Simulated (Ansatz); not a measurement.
# SiPO (sextet): the correlation ladder, def2-TZVPP

An exercise on one series of results from a longer session: the logs are not shown, and one member is left open.

The runs use Ansatz 0.2.0, Gaussian basis; def2-TZVPP, core rule «outside noble gas», up to 11 orbitals frozen.

Plan: UHF; ROHF; CCSD(T) on UHF.

## The geometry

The geometry is a PBE0/def2-TZVP stationary point (not a proven minimum) of the parent state, kept for this charge and spin.

3 atoms, charge 0, spin multiplicity 6.

Atoms are counted from 1 here; the program's logs count them from 0.

Bond lengths: O1–P2 1.484 Å, P2–Si3 2.271 Å. Angles: O1–P2–Si3 116.0°.

Set-up of the first run:

in.yaml reads:

```yaml
crystal:
  periodic: [false, false, false]
  atoms:
    - {symbol: O, position_ang: [0.000000, -0.621986, 1.603231]}
    - {symbol: P, position_ang: [0.000000, 0.473546, 0.601473]}
    - {symbol: Si, position_ang: [0.000000, -0.167920, -1.576637]}
basis:
  gaussian: {orbitals: def2-TZVPP}
magnetization: {spin_polarized: true, initial_magnetization: 5}
hamiltonian: {xc: hf}
output: {orbitals: {seedname: orbitals}}
```

Started as:

```sh
ansatz run in.yaml --threads 1 --pin off --events-out ev --progress --plain --max-ram 4096MiB --backend cpu
```

Steps of the session up to this table: UHF; ROHF; CCSD(T) on UHF.

One table of the session follows, with a row left open; its other results are not shown here.

| method | from UCCSD(T) (kJ/mol) |
| --- | --- |
| ROHF | +1170.8 |
| UHF | +1133.2 |
| UMP2 | +132.9 |
| UCCSD | ? |
| UCCSD(T) | 0 |

Estimate the missing values for UCCSD.

The run gave: from UCCSD(T) (kJ/mol): +55.7. In the column «from UCCSD(T) (kJ/mol)» it lies between UCCSD(T) (0) and UMP2 (+132.9).
